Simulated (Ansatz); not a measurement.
The inner images of a band of CH₅Si₂ (8 atoms, charge 0, multiplicity 2) are given out of order.

Computed with UKS B3LYP-D4/STO-3G in Ansatz 0.2.0.

Initial state:

```xyz
8
Properties=species:S:1:pos:R:3
Si -1.181 1.023 -0.386
C 0.277 0.378 0.364
Si 0.651 -1.322 0.650
H -1.718 0.219 -1.465
H -1.104 2.420 -0.760
H 0.848 1.093 0.972
H 2.029 -1.585 1.009
H 0.197 -2.226 -0.385
```

Final state:

```xyz
8
Properties=species:S:1:pos:R:3
Si -0.794 1.111 -0.809
C 0.255 0.379 0.396
Si 0.655 -1.319 0.576
H -1.459 2.339 -0.423
H -1.707 0.200 -1.465
H 0.712 1.064 1.120
H 1.930 -1.628 1.190
H 0.408 -2.146 -0.586
```

**Question.** Put them in order from the first end to the last, with their energies above the first end.
A.
```xyz
8
Properties=species:S:1:pos:R:3
Si -1.357 1.053 -0.181
C 0.018 0.224 0.722
Si 1.235 -0.715 0.032
H -2.518 0.174 -0.236
H -0.963 1.277 -1.562
H 0.040 0.348 1.810
H 2.287 -1.349 0.792
H 1.258 -1.012 -1.378
```
B.
```xyz
8
Properties=species:S:1:pos:R:3
Si -1.343 0.984 -0.241
C -0.059 0.096 0.679
Si 1.360 -0.569 0.023
H -2.652 0.408 0.025
H -1.092 0.862 -1.667
H -0.178 0.042 1.767
H 2.378 -1.217 0.814
H 1.585 -0.606 -1.400
```
C.
```xyz
8
Properties=species:S:1:pos:R:3
Si -1.371 1.065 -0.151
C 0.078 0.297 0.716
Si 1.103 -0.875 0.084
H -2.316 0.030 -0.550
H -0.932 1.684 -1.396
H 0.287 0.642 1.734
H 2.217 -1.438 0.809
H 0.934 -1.404 -1.247
```
D.
```xyz
8
Properties=species:S:1:pos:R:3
Si -1.361 1.057 -0.160
C 0.132 0.354 0.661
Si 0.978 -1.019 0.172
H -2.074 -0.003 -0.854
H -0.958 2.000 -1.197
H 0.509 0.883 1.542
H 2.148 -1.520 0.854
H 0.625 -1.751 -1.018
```
E.
```xyz
8
Properties=species:S:1:pos:R:3
Si -1.317 1.033 -0.221
C 0.206 0.401 0.542
Si 0.876 -1.137 0.288
H -1.826 0.054 -1.165
H -1.039 2.249 -0.971
H 0.704 1.054 1.266
H 2.062 -1.616 0.957
H 0.334 -2.038 -0.697
```

**Answer.** E (+0.08 eV), D (+0.25 eV), C (+0.33 eV), A (+0.24 eV), B (+0.05 eV).

Time of the run: 47 s on 1 thread of Intel(R) Xeon(R) 6975P-C (Granite Rapids), with other jobs on the host, peak memory 0.12 GiB.
